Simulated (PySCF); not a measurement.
The calculation used core-valence-separated Tamm–Dancoff BHandHLYP/aug-pcX-1 (pcseg-1 on H) in PySCF, non-relativistic, gas phase, PBE0-D3(BJ)/def2-SVP geometry. The energies are unshifted.

Main lines of an unknown, eV (oscillator strength): C K: 282.4 (0.057), 282.8 (0.055), 282.8 (0.063), 283.3 (0.063), 283.4 (0.051). Listed: the first five lines at most of each edge with a tenth or more of its strongest line's intensity; roots within 0.03 eV on the same or equivalent atoms are summed. Only the lowest roots were sought, and the top ones are left out.

Problem. Which candidate gives them?
A. `C1CC1C1CC1` (bicyclopropyl)
B. `C=CC=C=CC` (1,3,4-hexatriene)
C. `C1=CCC=CC1` (1,4-cyclohexadiene)

Solution. B. 

- `C=CC=C=CC`: C K: 282.4 (0.057), 282.8 (0.055), 282.8 (0.063), 283.3 (0.063), 283.4 (0.051). First C line listed at 282.4 eV, hole on the terminal =CH2 carbon (1s→π*).
- `C1=CCC=CC1`: C K: 282.9 (0.245), 285.7 (0.064), 285.7 (0.033), 286.2 (0.040). First C line listed at 282.9 eV, hole on the alkene CH carbon.
- `C1CC1C1CC1`: C K: 285.6 (0.037), 285.8 (0.032), 285.9 (0.092), 286.5 (0.032), 286.9 (0.014). First C line listed at 285.6 eV, hole on the three-membered-ring carbon.

One conformer each; other structures than these candidates weren't tested.

The values belong to the conformer `[CH2:1]=[CH:2][CH:3]=[C:4]=[CH:5][CH3:6]`: C1–C2–C3–C4 180°.
